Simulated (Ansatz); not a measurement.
in.yaml

```yaml
crystal:
  periodic: [false, false, false]
  atoms:
    - {symbol: Al, position_ang: [0.000000, -0.044485, 0.423834]}
    - {symbol: Li, position_ang: [0.000000, -0.044485, -2.214988]}
    - {symbol: H, position_ang: [0.000000, 2.849488, 2.531278]}
    - {symbol: H, position_ang: [0.000000, -1.352347, 1.376243]}
basis:
  gaussian: {orbitals: 6-31G}
magnetization: {spin_polarized: true, initial_magnetization: 0}
hamiltonian: {xc: {name: wB97M-V}}
output: {orbitals: {seedname: orbitals}}
```

```sh
$ ansatz run in.yaml --threads 1 --pin off --events-out ev --progress --plain --max-ram 2393MiB
```

Output:

```
  # Of w^i u^j: cxij and so on, Table III.
  gx(w, u) = 1 - cx + cx01*u + cx10*w
  gss(w, u) = css00 + css04*u^4 + css10*w + css20*w^2 + css43*w^4*u^3
  gos(w, u) = cos00 + cos10*w + (cos20 + cos21*u)*w^2 + (cos60 + cos61*u)*w^6
      + integral(e_c_pw_mod_opposite_spin*gos(b97_w_opposite, b97_u_opposite)) + vv10(b, c)
328 factors; integrals over basis functions are off by at most 2.8e-4 eV
155 factors; integrals over basis functions are off by at most 2.6e-5 eV
mean field evaluation 1: about -6824.9481 eV, gradient 1.1e1 eV
mean field evaluation 2: about -6821.3693 eV, gradient 1.3e1 eV
mean field evaluation 4: about -6827.4697 eV, gradient 9.3e-1 eV
mean field evaluation 8: about -6827.5088 eV, gradient 2.7e-1 eV
mean field evaluation 16: about -6827.5135 eV, gradient 1.9e-3 eV
mean field evaluation 32: about -6827.9755 eV, gradient 2.7e-3 eV
mean field evaluation 64: about -6827.9663 eV, gradient 2.2e-1 eV
mean field -6827.97545549 eV, -250.9234698211 hartree, gradient 3.9e-5 eV, S^2 0.819115; 6 other end points of the search recorded, 0 dependent functions left out
reference -6827.97549855 eV, -250.9234714039 hartree; 9, 9 occupied and 17, 17 virtual orbitals, 328 factors
Total energy: -6827.97549855 eV, -250.9234714039 hartree
```

Ran on 1 thread of Arm Neoverse N1, shared host: 34 s wall, 0.2 GiB peak host memory.
